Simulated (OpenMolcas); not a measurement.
# One shape, several levels: NO2 (nitrogen dioxide)

Wanted: a comparison of 6 runs (U-r2SCAN/STO-3G, UB3LYP/STO-3G, UPBE/STO-3G, UPBE0/STO-3G, USVWN5/STO-3G, ROMP2/STO-3G) of NO2 (nitrogen dioxide). 

The calculation is run with OpenMolcas 26.06.

3 further runs of the same task are left out: 1 for a known fault of the program, 2 set aside as unsound or not needed.

## 1. The structure to begin with

NO2 has 3 atoms, charge 0, and is taken as a doublet. SMILES: `[O]N=O`. Geometry: relaxed at PBE0-D4/def2-TZVP.

Bond lengths: O1–N2 1.183 Å, N2–O3 1.183 Å. Angles: O1–N2–O3 134.8°.

## 2. The energy at U-r2SCAN/STO-3G (run 1)

The input, struct.xyz:

```xyz
3

O      0.209760    -1.082190     0.000620
N     -0.265470    -0.009110    -0.145890
O      0.055690     1.091300     0.145270
```

The input, calc.inp:

```
&GATEWAY
  BASLIB = $CurrDir
  COORD = struct.xyz
  BASIS = STO-3G
  GROUP = NoSym

&SEWARD
  GRIDINPUT
  Grid=UltraFine
  End of Grid

&SCF
  UHF
  SPIN = 2
  KSDFT = 2
  1.0 MGGA_X_R2SCAN
  1.0 MGGA_C_R2SCAN
  THRESHOLDS = 1e-10 1e-07 1e-07 1e-05
  PRORBITALS = 1 1
```

The basis set STO-3G is read from a file made from the Basis Set Exchange's data (not shown).

Launch:

```bash
$ export MOLCAS_MEM=1860
$ pymolcas calc.inp > calc.log
```

What it wrote:

```text
--- Start Module: gateway ---
[...]
--- Stop Module: gateway /rc=_RC_ALL_IS_WELL_ ---
--- Start Module: seward ---
[...]
      Basis functions           15
--- Stop Module: seward /rc=_RC_ALL_IS_WELL_ ---
--- Start Module: scf ---
[...]
       Convergence after  11 Iterations
[...]
::    Total KS-DFT energy                            -202.1969969796
[...]
      Total spin, S                                     0.5006708574
[...]
      Total electronic charge=   23.000000
      Total            charge=   -0.000000
[...]
      Dipole Moment (debye):
      Origin of the operator (angstrom)=    0.0115    0.0004    0.0063
                   X=  7.5022E-02               Y=  2.5675E-03               Z=  4.1229E-02           Total=  8.5643E-02
      Quadrupole Moment (debye*angstrom):
[...]
--- Stop Module: scf /rc=_RC_ALL_IS_WELL_ ---
[...]
```

Wall time 4.8 s (1 thread of Arm Neoverse V1, shared host); peak memory 0.37 GiB.

## 3. The energy at UB3LYP/STO-3G (run 2)

struct.xyz is that of step 2.

The input, calc.input:

```
&GATEWAY
BasLib=$CurrDir
Coord=struct.xyz
Basis=STO-3G
Group=NoSym
&SEWARD
GridInput
Grid=UltraFine
End of Grid
&SCF
UHF
Spin=2
KSDFT=B3LYP
Thresholds=1e-10 1e-07 1e-07 1e-05
PrOrbitals=1 1
```

The basis set STO-3G is read from a file made from the Basis Set Exchange's data (not shown).

Launch:

```bash
$ export MOLCAS_MEM=1860
$ pymolcas calc.input > calc.log
```

What it wrote:

```text
--- Start Module: gateway ---
[...]
--- Stop Module: gateway /rc=_RC_ALL_IS_WELL_ ---
--- Start Module: seward ---
[...]
      Basis functions           15
--- Stop Module: seward /rc=_RC_ALL_IS_WELL_ ---
--- Start Module: scf ---
[...]
       Convergence after  11 Iterations
[...]
::    Total KS-DFT energy                            -202.2288179339
[...]
      Total spin, S                                     0.5008236243
[...]
      Total electronic charge=   23.000000
      Total            charge=   -0.000000
[...]
      Dipole Moment (debye):
      Origin of the operator (angstrom)=    0.0115    0.0004    0.0063
                   X=  5.1845E-02               Y=  1.7721E-03               Z=  2.8491E-02           Total=  5.9184E-02
      Quadrupole Moment (debye*angstrom):
[...]
--- Stop Module: scf /rc=_RC_ALL_IS_WELL_ ---
[...]
```

Wall time 4.2 s (1 thread of Arm Neoverse V1, shared host); peak memory 0.37 GiB.

## 4. A single-point energy at UPBE/STO-3G (run 3)

struct.xyz is that of step 3.

The input, calc.inp:

```
&GATEWAY
  BasLib
  $CurrDir
  Coord
  struct.xyz
  Basis
  STO-3G
  Group
  NoSym

&SEWARD
  GridInput
  Grid=UltraFine
  End of Grid

&SCF
  UHF
  Spin
  2
  KSDFT
  PBE
  Thresholds
  1e-10 1e-07 1e-07 1e-05
  PrOrbitals
  1 1
```

The basis set STO-3G is read from a file made from the Basis Set Exchange's data (not shown).

Launch:

```bash
$ export MOLCAS_MEM=1860
$ pymolcas calc.inp > calc.log
```

What it wrote:

```text
--- Start Module: gateway ---
[...]
--- Stop Module: gateway /rc=_RC_ALL_IS_WELL_ ---
--- Start Module: seward ---
[...]
      Basis functions           15
--- Stop Module: seward /rc=_RC_ALL_IS_WELL_ ---
--- Start Module: scf ---
[...]
       Convergence after  12 Iterations
[...]
::    Total KS-DFT energy                            -202.0608422631
[...]
      Total spin, S                                     0.5002738478
[...]
      Total electronic charge=   23.000000
      Total            charge=   -0.000000
[...]
      Dipole Moment (debye):
      Origin of the operator (angstrom)=    0.0115    0.0004    0.0063
                   X=  1.1437E-01               Y=  3.9182E-03               Z=  6.2851E-02           Total=  1.3056E-01
      Quadrupole Moment (debye*angstrom):
[...]
--- Stop Module: scf /rc=_RC_ALL_IS_WELL_ ---
[...]
```

Run time: 4.2 s. Hardware: 1 thread of Arm Neoverse V1, shared host; peak memory 0.37 GiB.

Runs 4 to 5 aren't shown in full; the table further down has their settings and results.

## 5. The energy at ROMP2/STO-3G (run 6)

struct.xyz is that of step 4.

The input, calc.inp:

```
&gateway
baslib
$CurrDir
coord
struct.xyz
basis
STO-3G
group
NoSym
&seward
&scf
uhf
spin
2
thresholds
1e-10 1e-07 1e-07 1e-05
prorbitals
1 1
&rasscf
fileorb
$Project.UnaOrb
spin
2
nactel
1 0 0
inactive
11
ras2
1
outorbitals
Canonical
orblisting
Nothing
&caspt2
ipea
0.0
frozen
3
```

The basis set STO-3G is read from a file made from the Basis Set Exchange's data (not shown).

Launch:

```bash
$ export MOLCAS_MEM=1860
$ pymolcas calc.inp > calc.log
```

What it wrote:

```text
--- Start Module: gateway ---
[...]
--- Stop Module: gateway /rc=_RC_ALL_IS_WELL_ ---
[...]
      Basis functions           15
[...]
       Convergence after  69 Iterations
[...]
::    Total SCF energy                               -201.2667132776
[...]
      Total spin, S                                     0.5053650985
[...]
--- Start Module: rasscf ---
[...]
      Number of active orbitals                  1
[...]
      Spin quantum number                      0.5
[...]
      Active orbitals                            1
[...]
      Number of CSFs                             1
[...]
      Number of root(s) required                 1
[...]
      Convergence after 10 iterations
[...]
      printout of CI-coefficients larger than  0.05 for root  1
      energy=    -201.262525
      conf/sym  1     Coeff  Weight
             1  u   1.00000 1.00000
      Natural orbitals and occupation numbers for root  1
      sym 1:   1.000000
      ************************************************************************************************************************
      *                                                    Final results                                                     *
[...]
::    RASSCF root number  1 Total energy:   -201.26252458
[...]
      Total electronic charge=   23.000000
      Total            charge=   -0.000000
[...]
      Dipole Moment (debye):
      Origin of the operator (angstrom)=    0.0115    0.0004    0.0063
                   X= -2.3915E-01               Y= -8.2978E-03               Z= -1.3144E-01           Total=  2.7301E-01
      Quadrupole Moment (debye*angstrom):
[...]
--- Stop Module: rasscf /rc=_RC_ALL_IS_WELL_ ---
--- Start Module: caspt2 ---
[...]
      E2 (Variational):          -0.2156167380
      Total energy:            -201.4781413219
[...]
      Reference weight:           0.88369
[...]
::    CASPT2 Root  1     Total energy:   -201.47814132
[...]
```

Run time: 3.9 s. Hardware: 1 thread of Arm Neoverse V1, shared host; peak memory 0.37 GiB.

## 6. All runs side by side

```tsv
run	level	integration grid	frozen core orbitals	energy (Eh)	dipole moment (D)	HOMO energy (eV)	LUMO energy (eV)	wall time
1	U-r2SCAN/STO-3G	UltraFine	–	-202.196997	0.09	-2.79	-0.66	4.8 s
2	UB3LYP/STO-3G	UltraFine	–	-202.228818	0.06	-4.01	0.04	4.2 s
3	UPBE/STO-3G	UltraFine	–	-202.060842	0.13	-2.16	-0.70	4.2 s
4	UPBE0/STO-3G	UltraFine	–	-202.065447	0.05	-4.35	0.36	3.9 s
5	USVWN5/STO-3G	UltraFine	–	-200.746603	0.13	-2.02	-0.82	3.6 s
6	ROMP2/STO-3G	–	3	-201.478141	–	–	–	3.9 s
```

## 7. Results

| quantity | value |
| --- | --- |
| run 6: total energy | -201.47814 Eh |

Over runs 1, 2, 3, 4, 5 the dipole moment (its size) runs from 0.05 D (UPBE0/STO-3G) to 0.13 D (UPBE/STO-3G). Totals of different functionals can't be ranked against each other. In runs 1, 2, 3, 4, 5, 6 the basis is minimal, so the values are rough. All runs together took 25 s, the longest 4.8 s.
